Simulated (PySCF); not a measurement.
**Structure elucidation problem**

An unknown has the formula C₃H₃F. Its calculated NMR data are:

$^{1}$H NMR (500 MHz, computed): δ 5.14 (dd, J = 54.6, 3.7 Hz, 2H), 2.58 (dt, J = 6.6, 3.7 Hz, 1H).

$^{13}$C{$^{1}$H} NMR (computed): δ 78.1 (C, d, J = 19.6 Hz), 76.5 (CH, d, J = 11.2 Hz), 73.5 (CH2, d, J = 244.3 Hz).

PySCF 2.14.0 with density-fitted response routines calculation with geometry: PBE0-D3(BJ)/def2-SVP, spin–spin couplings from B3LYP/pcJ-1 and GIAO KT2/pcSseg-2 shieldings; relativity neglected, gas phase, one averaged value for each set of equivalent atoms, a single conformation.

References, each an isolated molecule treated in the same way: TMS for $^{1}$H (σref 31.18), $^{13}$C (σref 182.28).

Q: Propose a structure and justify it.

A: 
1. Rings plus π bonds: 2 (no ring in the answer).
2. 3 carbon signals for 3 carbons: no two carbons are equivalent.
3. Carbon types of the structure: 1 × C, 1 × CH, 1 × CH2, which accounts for all hydrogens.
4. δC 78.1: alkyne carbon; sp carbons lie upfield of alkene carbons because the cylindrical π system leaves one tensor component strongly shielded.
5. δC 76.5: terminal alkyne carbon; the triple bond shields along its axis, which puts it between sp3 and sp2 carbons.
6. δC 73.5: propargylic sp3 CH2 bonded to F; deshielded by the electronegative neighbour.
7. δH 5.14: hydrogen on a propargylic sp3 CH2 bonded to F; its carbon carries F, hence the downfield position.
8. δH 2.58: hydrogen on a terminal alkyne carbon; it lies on the axis of the triple bond, in its shielding cone.

These data were computed for SMILES C#CCF.

Common functionals overestimate the size of one-bond C–F couplings by tens of Hz; these are unscaled. Splittings below 1 Hz are ignored in the labels, and close J values are merged. Shifts are as computed. Against solution values, carbons near 30 ppm lie about +3 ppm off and those near 130 ppm about -1 ppm. Of 1211 compounds with measured shifts, 218 miss one by over three times the rms of a fit or turn the order of signals round; such compounds aren't used in these exercises.
